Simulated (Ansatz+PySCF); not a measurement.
Results of a calculation; reference values are marked as such.
**Several solutions for singlet BH**

```yaml
atoms:
  - { symbol: B, position_ang: [0.0000, 0.0000, -0.1920] }
  - { symbol: H, position_ang: [0.0000, 0.0000, 0.9601] }
```

Basis set: def2-SVP (spherical functions). Charge 0, multiplicity 1.

UHF was run from several starts with Ansatz (development build ahead of 0.2.0) and PySCF 2.14.0.

```tsv
run	program	start	converged	energy (hartree)	<S²>
A	PySCF	guess huckel, instabilities followed	yes	-25.10400	0.50
B	Ansatz	stability test followed	yes	-25.10400	0.50
C	Ansatz	search for the lowest state	yes	-25.10400	0.50
D	PySCF	guess minao, instabilities followed	yes	-25.10400	0.50
E	PySCF	guess 1e, instabilities followed	yes	-25.10400	0.50
F	PySCF	guess atom, instabilities followed	yes	-25.10400	0.50
G	PySCF	program defaults	yes	-25.09658	0.00
H	Ansatz	atomic start, no search	yes	-25.09658	0.00
```

Which runs reached the lowest solution of this kind, and what is wrong with the others?

A, B, C, D, E, F reached the lowest solution found. Converged but too high: G by 0.20 eV, H by 0.20 eV. Convergence only shows a stationary point, and even a stable one can lie too high; stability tests and further starts are what find lower ones. Caution: the unrestricted determinant is spin contaminated. Caution: the determinant breaks the point group.
